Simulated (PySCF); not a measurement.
# LiC (quartet): spin, charge, geometry and surroundings

Aim: change spin, charge, geometry, field or solvent of LiC (quartet), one at a time, and compare with the base run.

Program: PySCF 2.14.0. Level of theory: method and basis as typed in the scripts. These are calculated values, not measurements.

## 1. Where the work starts

LiC (quartet): 2 atoms, charge 0, spin multiplicity 4.

Bond lengths: Li1–C2 2.095 Å.

## 2. The run that the others are compared with

input.py

```python
from pyscf import gto, scf, tdscf

mol = gto.M(
    atom='Li 0 0 0; C 0 0 2.095',
    basis='pcseg-1',
    charge=0,
    spin=3,
    symmetry=True,
    verbose=4,
)
mf = scf.UHF(mol)
mf.kernel()
td = tdscf.TDA(mf)
td.nstates = 5
td.kernel()
td.analyze()
mf.dip_moment()
print('orbital energies (hartree):', [e[max(0, n-3):n+3].round(4) for e, n in zip(mf.mo_energy, mol.nelec)])
```

Command:

```sh
$ OMP_NUM_THREADS=1 python input.py
```

Its log is not repeated here.

Base result: E(SCF) = -45.161935 Eh, 11 cycles, ⟨S²⟩ = 3.754, μ = 7.48 D, excitations 3.61, 3.61, 4.10, 5.04, 5.04 eV.

The bond length is a typed value, not an optimised one. The quartet is typed in the script; nothing here shows that it is the ground state.

## 3. Bond 1.844 Å

Variant 1 changes bond length: 2.095 Å → 1.844 Å.

input.py

```python
from pyscf import gto, scf, tdscf

mol = gto.M(
    atom='Li 0 0 0; C 0 0 1.844',
    basis='pcseg-1',
    charge=0,
    spin=3,
    symmetry=True,
    verbose=4,
)
mf = scf.UHF(mol)
mf.kernel()
td = tdscf.TDA(mf)
td.nstates = 5
td.kernel()
td.analyze()
mf.dip_moment()
print('orbital energies (hartree):', [e[max(0, n-3):n+3].round(4) for e, n in zip(mf.mo_energy, mol.nelec)])
```

Command:

```sh
$ OMP_NUM_THREADS=1 python input.py
```

## 4. Doublet

Variant 2 changes spin (2S): 3 → 1.

input.py, as its differences from that of step 2:

```diff
@@ -6,3 +6,3 @@
     charge=0,
-    spin=3,
+    spin=1,
     symmetry=True,
```

## 5. Charge -1 (quintet)

Variant 3 changes charge: 0 → -1; spin (2S): 3 → 4.

input.py, as its differences from that of step 2:

```diff
@@ -5,4 +5,4 @@
     basis='pcseg-1',
-    charge=0,
-    spin=3,
+    charge=-1,
+    spin=4,
     symmetry=True,
```

## 6. PCM, ε = 78.36

Variant 4 changes solvent: none (gas phase) → PCM, ε = 78.36; step after the SCF: tda → analyze.

input.py

```python
from pyscf import gto, scf, solvent

mol = gto.M(
    atom='Li 0 0 0; C 0 0 2.095',
    basis='pcseg-1',
    charge=0,
    spin=3,
    symmetry=True,
    verbose=4,
)
mf = scf.UHF(mol)
mf = solvent.PCM(mf)
mf.with_solvent.eps = 78.36
mf.kernel()
mf.analyze()
print('orbital energies (hartree):', [e[max(0, n-3):n+3].round(4) for e, n in zip(mf.mo_energy, mol.nelec)])
```

**Question.** What will these runs give? Wanted: for each run, E(SCF); from base; gap, α spin; SCF dipole; after the SCF.

**Answer**, as computed:

```
                run  E(SCF) (hartree)  from base (eV)  cycles  gap, α spin (eV)  SCF dipole (D)              after the SCF
               base        -45.161935               0      11              7.97            7.48  lowest root found 3.61 eV
       bond 1.844 Å        -45.165535         -0.0980      10              8.53            6.50  lowest root found 4.03 eV
            doublet        -45.119277         +1.1608      12              7.50            7.56  lowest root found 0.68 eV
charge -1 (quintet)        -45.173410         -0.3122      10              6.50             n/a  lowest root found 2.28 eV
     PCM, ε = 78.36        -45.195120         -0.9030      10             10.24            8.59                        n/a
```

In words: The largest comparable shift of the SCF energy, +1.161 eV, comes with the run “doublet”. The doublet solution found lies 1.16 eV above the base quartet at this geometry and level. At the SCF level, adding an electron (to the quintet) releases 0.31 eV at fixed geometry. A continuum solvent with ε = 78.36 lowers the energy by 0.903 eV.
